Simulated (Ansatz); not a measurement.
A made-up structure of MgNH₂ (charge -1), singlet:

```json
{"atom": "N1", "x (Å)": "-0.0528", "y (Å)": "-1.0335", "z (Å)": "0.3753"}
{"atom": "Mg2", "x (Å)": "0.0630", "y (Å)": "0.6624", "z (Å)": "-0.2347"}
{"atom": "H3", "x (Å)": "-0.4761", "y (Å)": "-1.9163", "z (Å)": "0.6204"}
{"atom": "H4", "x (Å)": "0.7168", "y (Å)": "-1.6540", "z (Å)": "0.1242"}
```

It is relaxed with PBE-D4/def2-SVPD and then PBE0-D4/def2-TZVPD (Ansatz 0.2.0). Atoms count as bonded within 1.22 times the sum of their covalent radii (H–H: 0.88 Å). The end point is not checked to be a true minimum.

Problem. Does its bonding change? (A judgement: the text doesn't fix the answer.)

Solution. Computed: No: no bond forms or breaks.

Where it ends: The first stage lowers the energy by 0.73 eV in 5 steps. It ends as MgNH₂ ([NH2][Mg]), total charge -1:
```tsv
atom	x (Å)	y (Å)	z (Å)
N1	0.0762	-1.1716	0.2646
Mg2	-0.0631	0.7548	-0.1830
H3	-0.6445	-1.7515	0.6857
H4	0.8822	-1.7731	0.1179
```

Labels in which every atom is bracketed show which atoms are joined, not bond orders.

For scale, one of the runs: PBE0-D4/def2-TZVPD relaxation, 90 basis functions, launched by `ansatz run in.yaml --threads 2 --pin off --events-out ev --progress --plain --max-ram 4352MiB`. The run took about 3.5 s on 2 CPU threads of an Intel Xeon 6975P-C (shared host).
